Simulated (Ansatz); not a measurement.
# Worked example: correlation energy of C₂H₃, doublet

Geometry: MP2(full)/6-31G*, from the G2/97 set.

| atom | x (Å) | y (Å) | z (Å) |
| --- | --- | --- | --- |
| C | 0.0278 | -0.6060 | 0.0000 |
| C | 0.0278 | 0.6813 | 0.0000 |
| H | -0.8987 | -1.1815 | 0.0000 |
| H | 0.9472 | -1.1843 | 0.0000 |
| H | -0.7120 | 1.4685 | 0.0000 |

Basis STO-3G; Ansatz 0.2.0. Only valence electrons are correlated (noble-gas cores frozen), which leaves 11 electrons in 11 orbitals. Prefix R: restricted or restricted open-shell reference.

Full CI is exact within this basis and frozen core; it isn't the basis-set limit.

Runs differ by some tens of microhartree through their thresholds and, for an open shell, their frozen cores, so steps under 0.03 kcal/mol mean nothing.

| level | total energy (hartree) |
| --- | --- |
| RHF | -76.416202 |
| RMP2 | -76.520438 |
| RCCSD | -76.558128 |
| RCCSD(T) | -76.559021 |
| RCCSDT | -76.559240 |
| RCCSDT(Q) | -76.559501 |
| RCCSDTQ | -76.559502 |
| full CI | -76.559511 |

Task: What is the correlation energy at full CI, and what share of it do RMP2 and RCCSD(T) recover?

Result: E(corr) = -76.559511 − (-76.416202) = -0.143309 hartree = -3.900 eV. RMP2: -0.104236 / -0.143309 = 72.74 %. RCCSD(T): -0.142819 / -0.143309 = 99.66 %.

Task: By how many kcal/mol does RCCSD(T) miss full CI (1 hartree = 627.509 kcal/mol), and which steps make up the rest?

Result: -76.559021 − (-76.559511) = 0.000490 hartree = 0.31 kcal/mol. Steps: RCCSDT − RCCSD(T) = -0.14, RCCSDT(Q) − RCCSDT = -0.16, RCCSDTQ − RCCSDT(Q) = 0.00, full CI − RCCSDTQ = -0.01 kcal/mol. That is within 1 kcal/mol of the reference in this basis, which itself misses far more of the correlation at the basis-set limit.
